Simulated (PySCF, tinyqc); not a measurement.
FCI on RHF in the sto-3g basis, frozen core, for HF, spin multiplicity 1, step by step. The lowest restricted solution is unstable here: a spin-polarised one lies 0.1568 hartree lower (PySCF). One step of it, computed by the program tinyqc.

Question. FCI: determinants and Hamiltonian. Slater-Condon rules over spin orbitals, with the nuclear repulsion and the energy of the frozen orbital added and E(HF) subtracted on the diagonal. Only determinants linked to the reference directly or through others are kept (one block of an abelian symmetry group), so some states are absent.

one-electron integrals dressed by the frozen orbital, h + 2 (pq|11) - (p1|1q) (hartree), order 2, 3, 4, 5, 6:
```
[[-6.650853, 0.000000, 0.000000, 0.135619, 0.219885],
 [0.000000, -5.985502, 0.000000, 0.000000, 0.000000],
 [0.000000, 0.000000, -5.985502, 0.000000, 0.000000],
 [0.135619, 0.000000, 0.000000, -4.397010, 1.759989],
 [0.219885, 0.000000, 0.000000, 1.759989, -4.076516]]
```

energy of the frozen orbital, 2 h_11 + (11|11) = -75.22855813 hartree

Two-electron integrals over orbitals (pq|rs), unique and non-zero (hartree); the lowest 1 orbital is frozen and left out:
```
(22|22) 0.893795    (32|32) 0.194314    (33|22) 0.907565    (33|33) 0.997514
(42|42) 0.194314    (43|43) 0.053770    (44|22) 0.907565    (44|33) 0.889973
(44|44) 0.997514    (52|22) -0.029722   (52|33) -0.031942   (52|44) -0.031942
(52|52) 0.108251    (53|32) -0.010631   (53|53) 0.028708    (54|42) -0.010631
(54|54) 0.028708    (55|22) 0.615333    (55|33) 0.602360    (55|44) 0.602360
(55|52) 0.000608    (55|55) 0.591853    (62|22) -0.033693   (62|33) -0.034916
(62|44) -0.034916   (62|52) -0.094417   (62|55) -0.014305   (62|62) 0.092182
(63|32) -0.011343   (63|53) -0.026226   (63|63) 0.026600    (64|42) -0.011343
(64|54) -0.026226   (64|64) 0.026600    (65|22) -0.308920   (65|33) -0.303321
(65|44) -0.303321   (65|52) 0.040603    (65|55) -0.075735   (65|62) 0.011460
(65|65) 0.294076    (66|22) 0.584054    (66|33) 0.572730    (66|44) 0.572730
(66|52) 0.021043    (66|55) 0.590793    (66|62) -0.028889   (66|65) -0.035724
(66|66) 0.602246
```

nuclear repulsion = 2.59966970 hartree

Hartree-Fock energy = -98.30145110 hartree

Give: determinants; H - E(HF) between determinants.

Answer.

Occupation strings over the orbitals (2 doubly, a alpha, b beta, 0 empty; spin orbitals ordered 1a 1b 2a 2b ...): 222220 2222ab 2a222b 2222ba 2b222a 222202 2a22b2 222022 220222 2b22a2 202222

H - E(HF) between determinants (hartree), order 222220, 2222ab, 2a222b, 2222ba, 2b222a, 222202, 2a22b2, 222022, 220222, 2b22a2, 202222:
```
[[0.0000, 0.0000, 0.0000, 0.0000, 0.0000, 0.2941, -0.0115, 0.0266, 0.0266, 0.0115, 0.0922],
 [0.0000, 0.1586, -0.0096, -0.2941, -0.0115, 0.0400, 0.0406, 0.0262, 0.0262, -0.0146, 0.0944],
 [0.0000, -0.0096, 1.0258, -0.0115, -0.0922, -0.0406, -0.2732, 0.0113, 0.0113, 0.0944, 0.0048],
 [0.0000, -0.2941, -0.0115, 0.1586, -0.0096, -0.0400, -0.0146, -0.0262, -0.0262, 0.0406, -0.0944],
 [0.0000, -0.0115, -0.0922, -0.0096, 1.0258, 0.0406, 0.0944, -0.0113, -0.0113, -0.2732, -0.0048],
 [0.2941, 0.0400, -0.0406, -0.0400, 0.0406, 0.3298, 0.0300, 0.0287, 0.0287, -0.0300, 0.1083],
 [-0.0115, 0.0406, -0.2732, -0.0146, 0.0944, 0.0300, 1.2272, 0.0106, 0.0106, -0.1083, 0.0603],
 [0.0266, 0.0262, 0.0113, -0.0262, -0.0113, 0.0287, 0.0106, 0.5413, 0.0538, -0.0106, 0.1943],
 [0.0266, 0.0262, 0.0113, -0.0262, -0.0113, 0.0287, 0.0106, 0.0538, 0.5413, -0.0106, 0.1943],
 [0.0115, -0.0146, 0.0944, 0.0406, -0.2732, -0.0300, -0.1083, -0.0106, -0.0106, 1.2272, -0.0603],
 [0.0922, 0.0944, 0.0048, -0.0944, -0.0048, 0.1083, 0.0603, 0.1943, 0.1943, -0.0603, 2.3795]]
```
